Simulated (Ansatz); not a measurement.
# doublet PF(-): levels of theory in one basis

```xyz
2

P     0.0000    0.0000   -0.9345
F     0.0000    0.0000    0.9345
```

Basis set: def2-SVP (spherical functions). Frozen core: 6 orbitals. Correlation on ROHF uses semicanonical orbitals with singles. Charge -1, multiplicity 2.

Computed with Ansatz (development build ahead of 0.2.0); each method stands on the lowest determinant of its kind that the runs found.

```json
{"method": "ROHF", "E − E(ROHF) (eV)": "0.00", "<S²> of the determinant": "–"}
{"method": "UHF", "E − E(ROHF) (eV)": "-0.10", "<S²> of the determinant": "0.76"}
{"method": "ROHF-MP2", "E − E(ROHF) (eV)": "-7.58", "<S²> of the determinant": "–"}
{"method": "UHF-MP2", "E − E(ROHF) (eV)": "-7.57", "<S²> of the determinant": "0.76"}
```

What does ROHF-CCSD(T) give on the same scale?

-8.22 eV.

Caution: no diffuse functions for an anion.
